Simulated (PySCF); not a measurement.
## How far each method lies from RCCSDT(Q) for CO2, singlet

Geometry: MP2(full)/6-31G*, from the G2/97 set.

```xyz
3

C     0.0000    0.0000    0.0000
O     0.0000    0.0000   -1.1787
O     0.0000    0.0000    1.1787
```

Basis 6-31G* (Cartesian d functions); PySCF 2.14.0. Only valence electrons are correlated (noble-gas cores frozen), which leaves 16 electrons in 42 orbitals. R marks a restricted (for open shells ROHF) determinant.

Full CI isn't at hand for all of this; RCCSDT(Q) serves as the reference, and is uncertain by the last step of the cluster series or more.

```
T1 diagnostic (ROHF- or RHF-based CCSD)             : 0.0202
largest doubles amplitude (ROHF- or RHF-based CCSD) : 0.069
```

| level | E − E(RHF) (eV) |
| --- | --- |
| RMP2 | -13.0432 |
| RCCSD | -12.9020 |
| RCCSD(T) | -13.4148 |

Question: Estimate how far RCCSDT(Q) in 6-31G* lies from RCCSD(T). The table doesn't fix it; the size of (T) and the diagnostics are the guide.

Answer: RCCSDT(Q) in 6-31G* lies 67 meV below RCCSD(T), which is 13 % of the (T) step (-513 meV). T1 is raised, but (T) still catches most of what CCSD lacks. The miss exceeds 1 kcal/mol.

The other levels:

```json
{"level": "RCCSDT", "E − E(RCCSDT(Q)) (meV)": "60", "share of correlation (%)": "99.55", "wall time": "–"}
```

The correlation energy at RCCSDT(Q), counted from RHF, is -13.481 eV. That run took 6.1 min on 1 thread of Intel Xeon 6975P-C, shared host.

Times are those of the correlated step on a shared host, with one SCF added for the restricted CCSD run; they ran on 1 thread of Intel Xeon 6975P-C.

Atomization energy (electronic, same basis, no zero-point term; atoms at the same level, unrestricted beside the R rows where the molecule is a closed shell; the atoms' step beyond CCSDT comes from their full CI) at RCCSDT(Q): 1515.2 kJ/mol. Errors of other levels:

```tsv
level	error (kJ/mol)
RHF	-518.3
RMP2	98.7
RCCSD	-47.1
RCCSD(T)	-4.5
RCCSDT	-5.4
```

This basis is far from its limit, so the value isn't to be set against a measured one.
